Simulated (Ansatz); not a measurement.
# SiH4+ (doublet): wave-function methods side by side at scale of all distances = 1.752, 6-31G

How much of the correlation energy of SiH4+ (doublet) does each wave-function method recover here?

Method: 6-31G, core rule «outside noble gas», up to 5 orbitals frozen; program: Ansatz 0.2.0, Gaussian basis.

To be run: UHF; CCSD(T) on ROHF; CCSD(T) on UHF; BCCD(T) on ROHF; CISD; CCSDT(Q) on ROHF; CCSDT(Q) on UHF; CISDTQ; CCSDTQ on ROHF; CCSDTQ on UHF; CASSCF and MRCISD+Q, 3 electrons in 3 orbitals; CASSCF and NEVPT2, 3 electrons in 3 orbitals; CASSCF and MRCISD+Q, 7 electrons in 8 orbitals; CASSCF and NEVPT2, 7 electrons in 8 orbitals; Full CI; Full CI in the symmetry of the determinant.

18 further runs of the same task are left out: 15 that didn't finish, 3 set aside as unsound or not needed.

## 1. The system

The geometry derives from a PBE0/def2-TZVP stationary point (not a proven minimum). All distances are scaled together.

5 atoms, charge 1, spin multiplicity 2.

Atoms are counted from 1 here; the program's logs count them from 0.

No contacts short enough for the rule that draws bonds.

## 2. UHF

Contents of in.yaml:

```yaml
crystal:
  periodic: [false, false, false]
  atoms:
    - {symbol: Si, position_ang: [0.000000, 0.000000, 0.000000]}
    - {symbol: H, position_ang: [-0.019563, 1.911185, 1.898781]}
    - {symbol: H, position_ang: [-0.029509, -1.898869, 1.910970]}
    - {symbol: H, position_ang: [0.029509, 1.898869, -1.910970]}
    - {symbol: H, position_ang: [0.019563, -1.911185, -1.898781]}
basis:
  gaussian: {orbitals: 6-31G}
total_charge: 1
magnetization: {spin_polarized: true, initial_magnetization: 1}
hamiltonian: {xc: hf}
output: {orbitals: {seedname: orbitals}}
```

Started as:

```console
ansatz run in.yaml --threads 1 --pin off --events-out ev --progress --plain --max-ram 2393MiB
```

The runs that follow: CCSD(T) on ROHF; CCSD(T) on UHF; BCCD(T) on ROHF; CISD; CCSDT(Q) on ROHF; CCSDT(Q) on UHF; CISDTQ; CCSDTQ on ROHF; CCSDTQ on UHF; CASSCF and MRCISD+Q, 3 electrons in 3 orbitals; CASSCF and NEVPT2, 3 electrons in 3 orbitals; CASSCF and MRCISD+Q, 7 electrons in 8 orbitals; CASSCF and NEVPT2, 7 electrons in 8 orbitals; Full CI; Full CI in the symmetry of the determinant.

Before running them: what should the planned runs give, taken together? Wanted: FCI below the RHF energy; UMP2 from FCI; UCCSD(T) from FCI; UCCSDT(Q) from FCI; NEVPT2 valence from FCI; MRCISD+Q valence from FCI; T1 diagnostic; effectively unpaired electrons.

**Answer**, as computed:

| quantity | value |
| --- | --- |
| FCI below the RHF energy | -6.5003 eV |
| UMP2 from FCI | +81.3 kJ/mol |
| UCCSD(T) from FCI | +9.3 kJ/mol |
| UCCSDT(Q) from FCI | +4.5 kJ/mol |
| NEVPT2 valence from FCI | +5.6 kJ/mol |
| MRCISD+Q valence from FCI | +0.4 kJ/mol |
| levels within 1 kcal/mol (43 meV) | UCCSDTQ, MRCISD valence, MRCISD+Q valence |
| T1 diagnostic | 0.473 |
| effectively unpaired electrons | 3.68 |

UCCSD(T) lands +9.3 kJ/mol from the yardstick (1.5 % of the correlation energy). The occupations show strong static correlation (3.7 unpaired electrons where one determinant has 1). Coupled cluster on one determinant still stays close here. Of the multireference levels listed MRCISD+Q valence comes nearest in total energy (+0.4 kJ/mol), which doesn't show that its space is the better one. The lowest state has another symmetry than the determinant, whose own symmetry lies 0.12 eV higher, so single-reference misses include that gap. Coupled cluster took another determinant than the lowest Hartree-Fock one. These misses are within one basis, not against nature; the frozen cores of restricted and unrestricted runs differ, which can shift their rows.
